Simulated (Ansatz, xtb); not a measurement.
## A geometry optimisation of CH7Si2− with r2SCAN-D4/def2-SVPD

The starting geometry of this gas-phase singlet has its atoms placed at random.

```
atom    x (Å)    y (Å)    z (Å)
   C   0.0837  -1.3025   0.4072
  Si   0.1963   1.5019   0.8837
  Si   0.4953   0.5615  -1.2832
   H  -1.3737   0.0328  -1.1254
   H   1.8666   0.4218   0.5011
   H  -0.8294  -0.7018   1.2962
   H   1.8432   0.3237  -1.7125
   H  -0.9896   1.6397  -0.2235
   H   1.5078  -0.9607   0.6683
   H  -1.4181   1.1058   1.2807
```

Q: One run relaxed it with r2SCAN-D4/def2-SVPD. What is a likely outcome?

A: It ends as `[SiH2-]C[SiH3]`. Contacts that open: Si2–Si3 (2.38 → 3.22 Å), Si2–H8 (1.63 → 3.61 Å). Contacts that close: C1–Si2 (2.85 → 2.00 Å), C1–Si3 (2.55 → 1.86 Å), C1–H6 (1.41 → 1.11 Å), C1–H9 (1.49 → 1.11 Å), Si2–H5 (2.03 → 1.55 Å), Si3–H4 (1.95 → 1.53 Å), Si3–H8 (2.12 → 1.50 Å).

The energy falls by 11.43 eV over 29 steps:

```json
{"step": "1", "E − E(last) (eV)": "11.430"}
{"step": "4", "E − E(last) (eV)": "5.191"}
{"step": "7", "E − E(last) (eV)": "2.999"}
{"step": "10", "E − E(last) (eV)": "1.783"}
{"step": "13", "E − E(last) (eV)": "0.310"}
{"step": "17", "E − E(last) (eV)": "0.037"}
{"step": "20", "E − E(last) (eV)": "0.001"}
{"step": "23", "E − E(last) (eV)": "0.000"}
{"step": "26", "E − E(last) (eV)": "0.000"}
{"step": "29", "E − E(last) (eV)": "0.000"}
```

Final geometry (Å):

```xyz
10

C     0.0505   -0.5364    0.6031
Si    0.6778    0.7898    1.9611
Si   -0.0902    0.1726   -1.1070
H    -0.6136   -0.7785   -2.1829
H     1.7370    1.4776    1.0614
H    -0.9289   -0.9300    0.9315
H     1.2354    0.6259   -1.6452
H    -1.0258    1.3433   -1.1721
H     0.7398   -1.4005    0.5933
H    -0.3998    1.8584    1.6492
```

From the same start GFN2-xTB ends elsewhere, at `[CH2-][SiH2][SiH3]`.

From so rough a start the end depends on the optimiser's path, so another program may land elsewhere. The end wasn't checked by frequencies. Run with Ansatz 0.2.0, 63 s on 2 threads of Intel(R) Xeon(R) Processor @ 2.70GHz, with other jobs on the host.
